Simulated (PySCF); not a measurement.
Compound: diethyl sulfide, C4H10S.
SMILES with atom numbers: `[CH3:1][CH2:2][S:3][CH2:4][CH3:5]` (hydrogens: H6, H7, H8 on C1; H9, H10 on C2; H11, H12 on C4; H13, H14, H15 on C5)

Cartesian coordinates in Å at the GFN2-xTB level; atoms count from 1:
```xyz
15
C4H10S angstrom
C     -2.168   -0.207    0.105
C     -1.183    0.813   -0.434
S     -0.064    0.105   -1.694
C      1.146   -0.765   -0.636
C      2.200    0.169   -0.072
H     -2.839    0.266    0.819
H     -1.653   -1.023    0.608
H     -2.757   -0.624   -0.709
H     -0.567    1.238    0.358
H     -1.704    1.619   -0.948
H      1.598   -1.513   -1.286
H      0.592   -1.271    0.153
H      2.908   -0.392    0.535
H      2.740    0.657   -0.879
H      1.746    0.937    0.552
```

Level of theory: PBE0/pcSseg-1 in PySCF (dipole) on a GFN2-xTB geometry, gas phase.

Take the most abundant isotopes and a rigid rotor. The values belong to one conformer with, in the numbering `[CH3:1][CH2:2][S:3][CH2:4][CH3:5]`, C1–C2–S3–C4 -79°, C2–S3–C4–C5 -81°.

Q: Give the principal moments of inertia and the rotational constants in GHz.

A: Ia = 79.82, Ib = 218.29, Ic = 246.54 u·Å²; 505379 MHz·u·Å²/I gives 6331, 2315 and 2050 MHz, that is A = 6.3315, B = 2.3151, C = 2.0499 GHz.

Q: Classify the top.

A: An asymmetric top: κ = (2 × 2315 − 6331 − 2050)/(6331 − 2050) = -0.88.

Q: Is it planar, by Δ = Ic − Ia − Ib?

A: Not planar: Δ = Ic − Ia − Ib = -51.58 u·Å². For a rigid frame Δ = −2 Σ m c², so Σ m c² = 25.79 u·Å² lies off the ab plane: 11.08 from hydrogen and 14.71 from heavier atoms. The atom farthest from that plane is 1.44 Å away.

Q: Predict some low-J microwave lines.

A: The dipole components are |μa| = 0.01 D, |μb| = 1.77 D, |μc| = 0.02 D. Intensities carry the squares of the components, which stand as 0.00 : 1.00 : 0.00 (a : b : c). Some lines, for components of 0.1 D or more:

```json
{"type": "b", "branch": "R", "J(Ka,Kc)": "3(1,2) ← 2(2,1)", "MHz": "1436", "lower level (cm⁻¹)": "0.990"}
{"type": "b", "branch": "R", "J(Ka,Kc)": "5(2,3) ← 4(3,2)", "MHz": "1445", "lower level (cm⁻¹)": "2.703"}
{"type": "b", "branch": "Q", "J(Ka,Kc)": "1(1,0) ← 1(0,1)", "MHz": "4282", "lower level (cm⁻¹)": "0.146"}
{"type": "b", "branch": "Q", "J(Ka,Kc)": "2(1,1) ← 2(0,2)", "MHz": "4560", "lower level (cm⁻¹)": "0.436"}
{"type": "b", "branch": "Q", "J(Ka,Kc)": "5(1,4) ← 5(0,5)", "MHz": "6478", "lower level (cm⁻¹)": "2.170"}
{"type": "b", "branch": "Q", "J(Ka,Kc)": "3(2,1) ← 3(1,2)", "MHz": "11723", "lower level (cm⁻¹)": "1.038"}
{"type": "b", "branch": "Q", "J(Ka,Kc)": "2(2,1) ← 2(1,2)", "MHz": "12845", "lower level (cm⁻¹)": "0.562"}
{"type": "b", "branch": "Q", "J(Ka,Kc)": "5(2,4) ← 5(1,5)", "MHz": "14482", "lower level (cm⁻¹)": "2.253"}
{"type": "b", "branch": "Q", "J(Ka,Kc)": "5(3,2) ← 5(2,3)", "MHz": "20431", "lower level (cm⁻¹)": "2.751"}
{"type": "b", "branch": "Q", "J(Ka,Kc)": "4(3,1) ← 4(2,2)", "MHz": "20601", "lower level (cm⁻¹)": "2.016"}
{"type": "b", "branch": "Q", "J(Ka,Kc)": "3(3,0) ← 3(2,1)", "MHz": "20690", "lower level (cm⁻¹)": "1.429"}
{"type": "b", "branch": "R", "J(Ka,Kc)": "3(2,1) ← 2(1,2)", "MHz": "26003", "lower level (cm⁻¹)": "0.562"}
{"type": "b", "branch": "Q", "J(Ka,Kc)": "4(4,0) ← 4(3,1)", "MHz": "29018", "lower level (cm⁻¹)": "2.703"}
{"type": "b", "branch": "Q", "J(Ka,Kc)": "4(4,1) ← 4(3,2)", "MHz": "29021", "lower level (cm⁻¹)": "2.703"}
{"type": "b", "branch": "R", "J(Ka,Kc)": "4(2,3) ← 3(1,2)", "MHz": "29109", "lower level (cm⁻¹)": "1.038"}
{"type": "b", "branch": "R", "J(Ka,Kc)": "4(2,2) ← 3(1,3)", "MHz": "30889", "lower level (cm⁻¹)": "0.985"}
{"type": "b", "branch": "R", "J(Ka,Kc)": "5(2,4) ← 4(1,3)", "MHz": "32942", "lower level (cm⁻¹)": "1.637"}
{"type": "b", "branch": "R", "J(Ka,Kc)": "3(3,1) ← 2(2,0)", "MHz": "33835", "lower level (cm⁻¹)": "0.991"}
{"type": "b", "branch": "Q", "J(Ka,Kc)": "5(5,1) ← 5(4,2)", "MHz": "37314", "lower level (cm⁻¹)": "4.400"}
{"type": "b", "branch": "R", "J(Ka,Kc)": "4(3,2) ← 3(2,1)", "MHz": "38174", "lower level (cm⁻¹)": "1.429"}
{"type": "b", "branch": "R", "J(Ka,Kc)": "5(3,2) ← 4(2,3)", "MHz": "42662", "lower level (cm⁻¹)": "2.009"}
{"type": "b", "branch": "R", "J(Ka,Kc)": "5(5,1) ← 4(4,0)", "MHz": "59168", "lower level (cm⁻¹)": "3.671"}
```

No GFN2-xTB frequencies stand behind this structure, so it isn't proved a minimum. These are rigid-rotor constants of the computed structure; measured ground-state constants (B0) also hold zero-point vibration. A rigid rotor knows nothing of internal rotation, which can split or shift real lines.
